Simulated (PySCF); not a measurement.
Oxygen: a sound run and one with changed settings

Sound run: O [He] 2s2 2p4, O⁺ [He] 2s2 2p3. All numbers are calculated (PySCF 2.14, the spin-free X2C one-electron Hamiltonian (Gaussian nucleus), in aug-cc-pVDZ-DK). The sound run starts from symmetry-adapted Hartree-Fock orbitals and uses a fine grid where one is needed.

Changed run: radial step 0.8 in ln r (0.13 in the sound run). This setting is unsound on purpose.

```json
{"species": "O", "method": "UHF", "sound run (hartree)": "-74.84860", "changed run (hartree)": "-74.84860", "converged": "yes"}
{"species": "O", "method": "PBE0", "sound run (hartree)": "-75.05313", "changed run (hartree)": "-75.09285", "converged": "yes"}
{"species": "O", "method": "r2SCAN", "sound run (hartree)": "-75.09193", "changed run (hartree)": "-75.13142", "converged": "yes"}
{"species": "O⁺", "method": "UHF", "sound run (hartree)": "-74.40588", "changed run (hartree)": "-74.40588", "converged": "yes"}
{"species": "O⁺", "method": "PBE0", "sound run (hartree)": "-74.54446", "changed run (hartree)": "-74.57496", "converged": "yes"}
{"species": "O⁺", "method": "r2SCAN", "sound run (hartree)": "-74.58808", "changed run (hartree)": "-74.61498", "converged": "yes"}
```

Ionisation energy of O:

```tsv
method	sound run (eV)	changed run (eV)
UHF	12.047	12.047
PBE0	13.842	14.092
r2SCAN	13.711	14.053
```

A coarse radial grid mis-integrates the density and the exchange-correlation energy, with errors of either sign; Hartree-Fock needs no grid.

For comparison, NIST gives 13.618 eV between the lowest levels.
